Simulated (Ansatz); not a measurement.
```yaml
crystal:
  periodic: [false, false, false]
  atoms:
    - {symbol: Cl, position_ang: [-3.034145, -0.149572, 0.000086]}
    - {symbol: Ge, position_ang: [-0.740932, -0.262204, 0.007163]}
    - {symbol: S, position_ang: [1.693219, -0.433489, -0.000453]}
    - {symbol: H, position_ang: [2.081859, 0.845265, -0.006796]}
basis:
  gaussian: {orbitals: def2-TZVP}
magnetization: {spin_polarized: true, initial_magnetization: 2}
hamiltonian: {xc: pbe0}
relax: {f_tol: 0.004, max_steps: 80}
```

```sh
$ ansatz run in.yaml --threads 1 --pin off --events-out ev --progress --plain --max-ram 2176MiB
```

Steps of the relaxation (energy above the last step; positions in Å, forces in eV/Å):

```
4
step 1, 709.4 meV
Cl   -3.034   -0.150    0.000    0.690   -0.059   -0.003
Ge   -0.741   -0.262    0.007    0.126    0.161    0.005
S     1.693   -0.433    0.000   -0.667   -0.467   -0.001
H     2.082    0.845   -0.007   -0.149    0.364   -0.001
```

```
4
step 2, 635.3 meV
Cl   -2.913   -0.130   -0.001    0.221    0.101   -0.012
Ge   -0.661   -0.217    0.009    0.129   -0.337    0.023
S     1.688   -0.499   -0.001   -0.450    0.600   -0.008
H     1.887    0.846   -0.006    0.100   -0.365   -0.003
```

```
4
step 3, 606.3 meV
Cl   -2.901   -0.124   -0.003    0.032    0.052   -0.017
Ge   -0.663   -0.244    0.012    0.164   -0.150    0.032
S     1.653   -0.480   -0.002   -0.214    0.245   -0.013
H     1.911    0.848   -0.007    0.018   -0.147   -0.002
```

```
4
step 5, 598.2 meV
Cl   -2.887   -0.110   -0.010   -0.033    0.005   -0.044
Ge   -0.651   -0.271    0.025    0.023   -0.002    0.086
S     1.632   -0.469   -0.008    0.017   -0.007   -0.041
H     1.906    0.850   -0.008   -0.007    0.004   -0.001
```

```
4
step 7, 539.8 meV
Cl   -2.879   -0.117   -0.077    0.197    0.019   -0.233
Ge   -0.644   -0.264    0.156   -0.167   -0.040    0.479
S     1.610   -0.465   -0.070   -0.018   -0.029   -0.230
H     1.914    0.845   -0.009   -0.011    0.050   -0.016
```

```
4
step 15, 0.0 meV
Cl   -2.422    0.004   -0.357   -0.002    0.001   -0.001
Ge   -0.603   -0.437    0.735    0.001   -0.001    0.001
S     1.353   -0.429   -0.302    0.002    0.007    0.001
H     1.672    0.862   -0.076   -0.001   -0.006   -0.001
```

```
4
step 16, 0.0 meV
Cl   -2.421    0.004   -0.357    0.000    0.000    0.000
Ge   -0.603   -0.437    0.735    0.000    0.000    0.000
S     1.353   -0.429   -0.302    0.000   -0.001    0.000
H     1.672    0.862   -0.077    0.000    0.001    0.000
```

Close pairs at the end: S3–H4 1.348 Å, Cl1–Ge2 2.166 Å, Ge2–S3 2.213 Å.

A stationary point of unrestricted PBE0 after 16 steps, with ⟨S²⟩ = 2.007 against 2.00 for a pure state; no frequencies were run, so it isn't proven a minimum. 2.6 min on 1 thread of Arm Neoverse V1, shared host.
